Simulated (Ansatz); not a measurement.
Conformers of C8H18 (`CCCCCCCC`), each relaxed with PBE0-D4/def2-TZVP in Ansatz. CBS adds the triple-zeta coupled-cluster correction to the MP2 limit.

Not all of them had a frequency check.

Conformer A:

```xyz
26

C    -1.194   -2.387   -1.972
C    -1.421   -0.912   -2.267
C    -0.149   -0.060   -2.293
C     0.239    0.584   -0.967
C     0.573   -0.383    0.160
C     1.144    0.291    1.400
C     0.178    1.230    2.108
C     0.758    1.812    3.385
H    -2.136   -2.942   -1.981
H    -0.540   -2.835   -2.726
H    -0.726   -2.547   -0.999
H    -1.922   -0.833   -3.237
H    -2.121   -0.490   -1.536
H    -0.276    0.744   -3.026
H     0.686   -0.671   -2.661
H     1.107    1.233   -1.136
H    -0.575    1.247   -0.653
H     1.295   -1.122   -0.209
H    -0.322   -0.946    0.445
H     2.051    0.846    1.127
H     1.465   -0.480    2.110
H    -0.746    0.687    2.336
H    -0.108    2.046    1.435
H     1.019    1.022    4.095
H     1.669    2.382    3.179
H     0.052    2.484    3.880
```

Conformer B:

```xyz
26

C     1.022    2.250   -2.425
C    -0.301    2.595   -1.761
C    -0.427    2.091   -0.328
C    -0.431    0.577   -0.192
C    -0.625    0.115    1.244
C    -0.713   -1.395    1.415
C     0.562   -2.147    1.067
C     0.450   -3.640    1.322
H     1.158    1.171   -2.527
H     1.864    2.636   -1.843
H     1.086    2.682   -3.427
H    -0.431    3.682   -1.765
H    -1.127    2.190   -2.357
H    -1.352    2.486    0.109
H     0.392    2.505    0.273
H    -1.233    0.160   -0.816
H     0.505    0.169   -0.586
H     0.196    0.502    1.861
H    -1.540    0.573    1.640
H    -0.980   -1.621    2.455
H    -1.538   -1.782    0.803
H     0.820   -1.978    0.017
H     1.392   -1.733    1.653
H     0.229   -3.845    2.373
H    -0.354   -4.081    0.726
H     1.375   -4.163    1.069
```

Conformer C:

Cartesian coordinates in Å:
```
C -1.506 0.903 3.669
C -1.560 0.740 2.160
C -0.412 -0.090 1.610
C -0.457 -0.264 0.101
C 0.700 -1.088 -0.440
C 0.631 -1.361 -1.938
C 0.627 -0.122 -2.827
C 1.855 0.758 -2.663
H -1.547 -0.068 4.171
H -2.341 1.503 4.040
H -0.580 1.394 3.979
H -2.510 0.274 1.873
H -1.551 1.726 1.682
H -0.416 -1.077 2.089
H 0.540 0.377 1.893
H -1.405 -0.739 -0.182
H -0.464 0.726 -0.370
H 0.728 -2.048 0.088
H 1.644 -0.588 -0.195
H 1.481 -1.994 -2.220
H -0.269 -1.950 -2.149
H 0.552 -0.446 -3.870
H -0.275 0.469 -2.634
H 1.920 1.182 -1.658
H 2.773 0.190 -2.840
H 1.840 1.593 -3.368
```

Conformer D:

```xyz
26

C    -1.183    3.440   -0.550
C    -1.849    2.385    0.319
C    -1.230    0.999    0.195
C     0.208    0.916    0.687
C     0.773   -0.498    0.714
C     0.911   -1.137   -0.661
C     1.617   -2.487   -0.650
C     0.861   -3.574    0.097
H    -1.190    3.141   -1.603
H    -0.142    3.606   -0.262
H    -1.699    4.400   -0.475
H    -2.911    2.323    0.055
H    -1.816    2.701    1.368
H    -1.285    0.678   -0.852
H    -1.837    0.284    0.764
H     0.854    1.544    0.063
H     0.256    1.339    1.698
H     0.137   -1.122    1.354
H     1.760   -0.480    1.192
H     1.465   -0.449   -1.311
H    -0.078   -1.258   -1.117
H     1.778   -2.809   -1.684
H     2.615   -2.367   -0.212
H     1.374   -4.535    0.024
H    -0.146   -3.702   -0.312
H     0.757   -3.339    1.159
```

(1) Which is lowest in electronic energy at CCSD(T)/CBS (frozen core, def2 sets), and by how much? (Best estimate.)

(2) Give the energies relative to C (kJ/mol) with B3LYP-D4/def2-TZVPP, ωB97X-V/def2-TZVPP, r2SCAN/def2-TZVPP, PBE0/def2-TZVPP, B3LYP/def2-TZVPP, MP2/CBS(def2), CCSD/CBS(def2). (Best estimate.)

Answers

(1) Computed: C; A lies 10.0 kJ/mol higher, B lies 1.0 kJ/mol higher, D lies 3.3 kJ/mol higher. Gaps under about 2 kJ/mol don't settle the order.

(2) Computed: 
| level | A | B | D |
| --- | --- | --- | --- |
| B3LYP-D4/def2-TZVPP | 9.5 | 1.0 | 3.2 |
| ωB97X-V/def2-TZVPP | 9.9 | 1.2 | 3.3 |
| r2SCAN/def2-TZVPP | 11.0 | 1.1 | 3.9 |
| PBE0/def2-TZVPP | 11.0 | 0.5 | 3.8 |
| B3LYP/def2-TZVPP | 11.0 | 0.1 | 4.0 |
| MP2/CBS(def2) | 10.5 | 1.3 | 3.3 |
| CCSD/CBS(def2) | 10.5 | 1.0 | 3.5 |

B3LYP here is the variant with VWN-RPA as its local correlation; programs differ in this.
